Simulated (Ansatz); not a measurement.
`C[SiH]O` radical, relaxed with UKS PBE0-D4/def2-TZVP in Ansatz from a PBE-D4/def2-SVP geometry. The force threshold is 0.005 eV/Å; the program also tests the step.

Total charge 0; spin multiplicity 2.

Start:

```xyz
8

C     1.031   -0.097   -0.523
Si   -0.797    0.262   -0.236
O    -0.955    0.572    1.424
H     1.656    0.782   -0.267
H     1.211   -0.359   -1.584
H     1.355   -0.950    0.111
H    -1.632   -0.948   -0.638
H    -1.869    0.739    1.713
```

Q: By how much does the energy fall, and how many steps does the optimiser take? (An estimate is asked.)

A: Ansatz gave: 0.05 eV, in 5 steps.

Q: Which bonds change most? (Estimate.)

A: Computed: Si2–O3 from 1.695 to 1.657 Å; Si2–H7 from 1.524 to 1.502 Å; C1–Si2 from 1.885 to 1.864 Å; C1–H6 from 1.111 to 1.094 Å.

Q: Give the relaxed structure. (An estimate is asked.)

A: Computed: 
```xyz
8

C     1.024   -0.097   -0.515
Si   -0.784    0.258   -0.237
O    -0.952    0.576    1.381
H     1.637    0.772   -0.269
H     1.203   -0.361   -1.560
H     1.344   -0.933    0.114
H    -1.629   -0.922   -0.622
H    -1.843    0.707    1.708
```
